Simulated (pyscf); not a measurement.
Optimised with ωB97X-D3(BJ)/def2-SVP in PySCF. Correlated levels are frozen-core, on RHF or UHF. ΔMP2 is the change of the MP2 total energy from the triple- to the quadruple-zeta basis.

SMILES: [CH2]1[CH2][GeH2]1
```xyz
9

C     -0.0693     1.0898    -1.8695
C     -0.9771     0.1098    -1.1109
Ge    -1.0686     1.9230    -0.4330
H      1.0112     0.9606    -1.7433
H     -0.3502     1.3248    -2.9019
H     -1.8415    -0.2853    -1.6558
H     -0.4801    -0.6495    -0.4973
H     -2.2807     2.7732    -0.7863
H     -0.3420     2.2537     0.8629
```

Task: How much does it cost (ΔH, 298 K, CCSD(T)/def2-TZVPP + ΔMP2(QZVPP)) to split C₂H₆Ge (SMILES [CH2]1[CH2][GeH2]1) at its C–H bond into cyclic C₂H₅Ge (SMILES [CH]1[CH2][GeH2]1) [doublet] + H•?

Result: C–H to cyclic C₂H₅Ge (SMILES [CH]1[CH2][GeH2]1) [doublet] + H•: 438.3 kJ/mol. cyclic C₂H₆Ge (SMILES [CH2]1[CH2][GeH2]1) lies 41.8 kJ/mol over its isomer H₂C=CH–GeH₃, and others may lie lower still (electronic energy, ωB97M-D3(BJ)). cyclic C₂H₅Ge (SMILES [CH]1[CH2][GeH2]1) [doublet] lies 141.7 kJ/mol over its isomer H₂C=CH–GeH₂•, and others may lie lower still (electronic energy, ωB97M-D3(BJ)). The CCSD(T) − MP2 part came from Ansatz, without density fitting, on the same reference. The frozen core leaves the outer d or s,p core shells of the metals and heavy elements correlated in the MP2 and CC values, and def2-TZVPP describes them poorly, which can shift differences by a few kcal/mol. Elements up to Kr have no core potential and no relativistic terms here.
